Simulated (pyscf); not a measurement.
A first-order saddle from PySCF, ωB97X-D3(BJ)/def2-SVP:

```
Si
N 1 1.7036
H 2 1.0145 1 121.19
H 2 1.0145 3 113.10 1 -156.43
Cl 1 2.0559 2 108.16 3 42.05
Cl 1 2.0559 2 108.20 3 163.15
Cl 1 2.3605 2 114.96 3 -77.38
H 7 1.4970 2 151.42 3 -60.65
```
Charge 0, spin multiplicity 2.

Surface: doublet, charge 0. Lowest wavenumbers (cm⁻¹): 705i, 80, 99, 118, 164.

### Question
Name the species on either side of this saddle.

### Answer
`[NH2][Si]([Cl])([Cl])[Cl]` + `[H]` [doublet] <-> `[NH2][Si]([Cl])[Cl]` [doublet] + `[ClH]`, an atom transfer read from left to right: Cl–Si broken and Cl–H formed. At ωB97M-D3(BJ)/def2-TZVP it lies +22.0 kcal/mol from the left side and +14.4 kcal/mol from the right (each side as separated species at their lowest minima found). This is the saddle that the search found; another between the same sides may lie lower. The angle at the transferred Cl is 178°.
